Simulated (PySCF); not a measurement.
A geometry optimisation, step by step.

Compound: C₄H₅P.
Bonds: C1–C2, C2–C3 (double), C3–P4, P4–C5, C1–C5 (double). Hydrogens: H6 on C1; H7 on C2; H8 on C3; H9 on P4; H10 on C5.

Method: PySCF, PBE0-D3(BJ)/def2-SVP geometry optimisation, gas phase; density fitting, grid level 1; the optimiser is geomeTRIC in internal coordinates, started from a GFN2-xTB structure with every atom displaced at random (about 0.01 Å). The frame can shift and turn from step to step; on so coarse a grid that alone can change the energy by a few meV, and forces under 0.02 eV/Å are noise.

Step 0: E = -13502.6337 eV, largest atomic force 2.625 eV/Å
```
atom  x, y, z in Å  |  force x, y, z in eV/Å
C1     -0.348   -1.082    0.270   -1.549   2.037  -0.583
C2      0.969   -0.619    0.000    0.846  -0.268   0.011
C3      1.036    0.659   -0.429    1.967   0.489  -0.224
P4     -0.549    1.370   -0.686   -1.123  -0.235  -0.009
C5     -1.309   -0.122    0.035    0.903  -0.452   0.034
H6     -0.582   -2.045    0.630   -0.248  -1.445   0.505
H7      1.834   -1.262    0.159    0.197  -0.005  -0.069
H8      1.981    1.181   -0.683   -0.476  -0.330   0.160
H9     -0.612    2.150    0.497   -0.051   0.311   0.113
H10    -2.369   -0.251    0.185   -0.466  -0.102   0.062
```

Step 1: E = -13502.7666 eV, largest atomic force 0.467 eV/Å
```
atom  x, y, z in Å  |  force x, y, z in eV/Å
C1     -0.303   -1.003    0.374    0.084  -0.277   0.366
C2      1.057   -0.573    0.083   -0.091  -0.090   0.037
C3      1.167    0.737   -0.248   -0.232   0.076  -0.102
P4     -0.482    1.462   -0.434    0.056  -0.028   0.223
C5     -1.231   -0.018    0.289   -0.103   0.068  -0.241
H6     -0.535   -2.030    0.698    0.057   0.235  -0.170
H7      1.908   -1.255    0.142    0.019  -0.037  -0.020
H8      2.094    1.240   -0.517    0.095   0.041  -0.014
H9     -0.521    2.348    0.689    0.011  -0.004  -0.077
H10    -2.303   -0.148    0.466    0.103   0.015  -0.001
```

Step 2: E = -13502.7729 eV, largest atomic force 0.148 eV/Å
```
atom  x, y, z in Å  |  force x, y, z in eV/Å
C1     -0.300   -1.004    0.397    0.034   0.083  -0.021
C2      1.054   -0.574    0.089    0.003  -0.005   0.028
C3      1.159    0.734   -0.255    0.023   0.053  -0.018
P4     -0.482    1.470   -0.421    0.058  -0.137   0.002
C5     -1.227   -0.020    0.277   -0.111  -0.009   0.039
H6     -0.534   -2.029    0.702   -0.003   0.034  -0.046
H7      1.906   -1.259    0.138    0.004   0.008  -0.010
H8      2.089    1.237   -0.531   -0.003  -0.016   0.009
H9     -0.515    2.353    0.701    0.003  -0.016  -0.005
H10    -2.298   -0.149    0.445   -0.008   0.005   0.024
```

Step 3: E = -13502.7732 eV, largest atomic force 0.174 eV/Å
```
atom  x, y, z in Å  |  force x, y, z in eV/Å
C1     -0.300   -0.994    0.400   -0.016  -0.095  -0.022
C2      1.058   -0.573    0.093   -0.055   0.033  -0.003
C3      1.164    0.734   -0.255   -0.005   0.034  -0.001
P4     -0.481    1.460   -0.420   -0.007   0.025  -0.028
C5     -1.238   -0.020    0.283    0.159   0.071  -0.005
H6     -0.532   -2.020    0.689   -0.017  -0.079   0.027
H7      1.906   -1.262    0.137   -0.018   0.006   0.010
H8      2.093    1.236   -0.534   -0.034  -0.012   0.011
H9     -0.512    2.349    0.695   -0.001   0.025   0.001
H10    -2.307   -0.151    0.453   -0.007  -0.007   0.010
```

Step 4: E = -13502.7744 eV, largest atomic force 0.064 eV/Å
```
atom  x, y, z in Å  |  force x, y, z in eV/Å
C1     -0.301   -1.000    0.400    0.015   0.029  -0.039
C2      1.054   -0.571    0.093    0.045  -0.045  -0.003
C3      1.163    0.736   -0.255   -0.054  -0.004   0.005
P4     -0.481    1.461   -0.422    0.000   0.001   0.004
C5     -1.232   -0.020    0.284    0.009   0.026   0.009
H6     -0.535   -2.028    0.689    0.000  -0.015   0.009
H7      1.903   -1.258    0.137    0.005  -0.002   0.008
H8      2.092    1.236   -0.532   -0.005  -0.008   0.005
H9     -0.511    2.352    0.692   -0.008   0.016  -0.003
H10    -2.302   -0.149    0.456   -0.006   0.002   0.006
```

Step 5: E = -13502.7742 eV, largest atomic force 0.085 eV/Å
```
atom  x, y, z in Å  |  force x, y, z in eV/Å
C1     -0.300   -1.001    0.396   -0.011  -0.026   0.026
C2      1.057   -0.576    0.091   -0.068   0.047  -0.017
C3      1.158    0.733   -0.254    0.077   0.027  -0.023
P4     -0.482    1.464   -0.424    0.027  -0.064   0.037
C5     -1.229   -0.017    0.286   -0.053  -0.025  -0.001
H6     -0.536   -2.029    0.687   -0.003   0.025  -0.008
H7      1.907   -1.262    0.137   -0.003   0.009  -0.002
H8      2.087    1.234   -0.529    0.022   0.013  -0.005
H9     -0.513    2.359    0.688    0.005   0.000  -0.009
H10    -2.298   -0.145    0.462    0.005  -0.004   0.001
```

Step 6: E = -13502.7748 eV, largest atomic force 0.021 eV/Å
```
atom  x, y, z in Å  |  force x, y, z in eV/Å
C1     -0.301   -1.000    0.397    0.003  -0.003   0.004
C2      1.055   -0.574    0.091   -0.005  -0.004  -0.004
C3      1.162    0.734   -0.255   -0.003   0.006  -0.006
P4     -0.481    1.461   -0.422    0.006  -0.011   0.017
C5     -1.231   -0.018    0.288    0.000   0.007  -0.005
H6     -0.536   -2.028    0.688   -0.001   0.001   0.000
H7      1.905   -1.261    0.136    0.000   0.000  -0.001
H8      2.091    1.234   -0.531    0.000   0.000   0.001
H9     -0.512    2.358    0.687   -0.001   0.005  -0.007
H10    -2.300   -0.146    0.463    0.001   0.000   0.001
```

Task: Summarise the path.

Result: The energy falls by 13.62 kJ/mol from step 0 to step 6; nine tenths of that is first reached at step 1. It rises by more than 0.2 meV at step 5. The largest force goes from 2.625 to 0.021 eV/Å. Among the bonds C3–P4 changes most, from 1.757 to 1.804 Å; the atoms move by 0.070 Å rms after alignment.

Task: Follow the three bonds and two angles with the largest change from start to end.

Result: 
| step | E above end (kJ/mol) | largest force (eV/Å) | C3–P4 (Å) | C1–H6 (Å) | C1–C2 (Å) | C5–P4–H9 (°) | C3–P4–H9 (°) |
| --- | --- | --- | --- | --- | --- | --- | --- |
| 0 | 13.62 | 2.625 | 1.757 | 1.054 | 1.422 | 95.9 | 98.1 |
| 1 | 0.79 | 0.467 | 1.811 | 1.102 | 1.456 | 100.5 | 101.1 |
| 2 | 0.19 | 0.148 | 1.807 | 1.095 | 1.454 | 101.4 | 101.6 |
| 3 | 0.16 | 0.174 | 1.805 | 1.092 | 1.454 | 101.4 | 101.5 |
| 4 | 0.04 | 0.064 | 1.804 | 1.093 | 1.454 | 101.4 | 101.4 |
| 5 | 0.06 | 0.085 | 1.804 | 1.094 | 1.454 | 101.5 | 101.6 |
| 6 | 0.00 | 0.021 | 1.804 | 1.094 | 1.454 | 101.6 | 101.6 |

The cost below is that of the whole optimisation. The run took 24 s of wall time on one thread of an Intel Xeon 6975P-C, shared host with 192 logical CPUs at a one-minute load of 429, and the process peaked at 0.42 GiB of memory.
